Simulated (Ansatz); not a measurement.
Geometry optimisation, RKS B3LYP-D4/cc-pVDZ (Ansatz 0.2.0).

Input file:

```yaml
crystal:
  periodic: [false, false, false]
  atoms:
    - { symbol: "N", position_ang: [-1.31297, -0.29447, -0.44019] }
    - { symbol: Al, position_ang: [0.28905, 0.06088, 0.04229] }
    - { symbol: Cl, position_ang: [0.8519, 0.33076, 2.07031] }
    - { symbol: H, position_ang: [-1.97943, -0.36636, 0.32686] }
    - { symbol: H, position_ang: [1.73508, 0.29637, -0.63677] }
total_charge: -1
basis:
  gaussian: { orbitals: cc-pVDZ }
hamiltonian:
  xc: b3lyp
  dispersion: d4
relax:
  f_tol: 0.015
  max_steps: 40
output:
  orbitals: {}
```

Run as:

```bash
$ ansatz run input.yaml --threads 1 --pin off --max-ram 2048MiB --backend cpu --events-out ev --progress --plain --runs-dir out
```

Question: Where does it end, and by what steps?

Answer: The run converged. Limits of this set-up: an anion without diffuse functions, the dipole of an ion depends on the origin. After 4 steps the energy has fallen by 0.260 eV; Cl3 moved furthest, 0.26 Å.

```json
{"step": "0", "energy less start (eV)": "0.0000", "largest force component (eV/Å)": "1.973", "accepted": "yes"}
{"step": "1", "energy less start (eV)": "-0.2353", "largest force component (eV/Å)": "0.502", "accepted": "yes"}
{"step": "2", "energy less start (eV)": "-0.2548", "largest force component (eV/Å)": "0.229", "accepted": "yes"}
{"step": "3", "energy less start (eV)": "-0.2587", "largest force component (eV/Å)": "0.051", "accepted": "yes"}
{"step": "4", "energy less start (eV)": "-0.2595", "largest force component (eV/Å)": "0.015", "accepted": "yes"}
```

```xyz
5
Properties=species:S:1:pos:R:3
N -1.267 -0.289 -0.484
Al 0.301 0.072 0.145
Cl 0.988 0.375 2.293
H -2.050 -0.392 0.175
H 1.611 0.262 -0.766
```

Whether the end is a true minimum wasn't checked by a vibrational analysis.

The run took 9.1 s on 1 thread of AMD EPYC 7R43 64-Core Processor (Zen 3) (shared host), peak memory 0.14 GiB.
